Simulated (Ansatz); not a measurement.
Ideal-gas functions of C₂H₄FN, SMILES `C=NCF` at 500 K and 1 bar, from an Ansatz frequency run at PBE0-D4/def2-TZVP.

Molar mass 61.06 g/mol, point group Cs (symmetry number 1), electronic degeneracy 1, moments of inertia 26.452, 76.902, 100.136 u Å². Harmonic wavenumbers (cm⁻¹, unscaled): 243, 307, 635, 683, 1020, 1037, 1081, 1107, 1226, 1283, 1402, 1475, 1495, 1768, 3058, 3079, 3105, 3176.

Use S(trans) = R[1.5 ln M + 2.5 ln T − 1.1517]; rotational temperatures θ = 24.2544 K / I; S(rot) = R[ln(√π/σ · √(T³/θAθBθC)) + 1.5]; for each mode x = 1.438777 ν̃/T, S = R[x/(eˣ − 1) − ln(1 − e⁻ˣ)] and H = RT x/(eˣ − 1); 1 cm⁻¹ = 0.0119627 kJ/mol; R = 8.31446 J/(mol·K).

Q: By hand: the entropy, in J/(mol·K).

A: Translation 170.9. Rotation: θ = 0.9169, 0.3154, 0.2422 K, giving 105.8. Vibration, mode by mode: 11.46, 9.61, 4.37, 3.92, 1.82, 1.75, 1.59, 1.49, 1.14, 0.99, 0.75, 0.63, 0.60, 0.31, 0.01, 0.01, 0.01, 0.01, in all 40.5. Electronic 0.0. Sum 317.2 J/(mol·K).

Q: By hand: H − E and G − E in kJ/mol, counted from the electronic energy.

A: Zero-point energy ½ × 27180 × 0.0119627 = 162.6; thermal vibration 12.6; translation, rotation and pV give 4 RT = 16.6. H − E = 191.8 kJ/mol, and G − E = 191.8 − 500 × 317.2/1000 = 33.2 kJ/mol.

Vibration gives 13 % of the entropy. The sum counts one conformer and one mirror image; others add a mixing term.
